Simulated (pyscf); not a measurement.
B–OH [singlet] + H₂ -> BH [singlet] + H₂O (four-centre exchange; singlet surface; B–O, H–H broken, B–H, H–O formed). Optimised with ωB97X-D3(BJ)/def2-SVP in PySCF. Energies in kJ/mol from the separated reactants.

```csv
level,barrier,reaction energy
PBE/def2-TZVP,…,+265.5
r²SCAN/def2-TZVP,275.6,+272.4
B3LYP-D3(BJ)/def2-TZVP,293.1,+260.1
PBE0-D3(BJ)/def2-TZVP,271.1,+257.5
ωB97M-D3(BJ)/def2-TZVP,…,…
HF/def2-TZVP,356.6,+231.2
```

Some entries are withheld; supply them.


- PBE/def2-TZVP, barrier: 260.3
- ωB97M-D3(BJ)/def2-TZVP, barrier: 292.9
- ωB97M-D3(BJ)/def2-TZVP, reaction energy: +259.0

On the product side the descent ends in an adduct with a B–O contact, 52.9 kJ/mol under the separated species and 90.0 kJ/mol under the saddle at ωB97X-D3(BJ)/def2-TZVP. At PBE the saddle lies under the separated products, which points to a path from their complex (located at ωB97X-D3(BJ) alone), and parting the products costs more than the saddle. What is counted as broken (B–O) persists as a longer contact in the product adduct; parting that adduct is a step of its own. The same reactants have a lower exit, to H₂B–OH (barrier +154.9 kJ/mol at ωB97M-D3(BJ)/def2-TZVP, against +292.9 kJ/mol here). B–OH [singlet] lies 186.1 kJ/mol over its isomer HB=O (electronic energy, ωB97M-D3(BJ)/def2-TZVP). One saddle was located; it need not be the lowest between these sides.
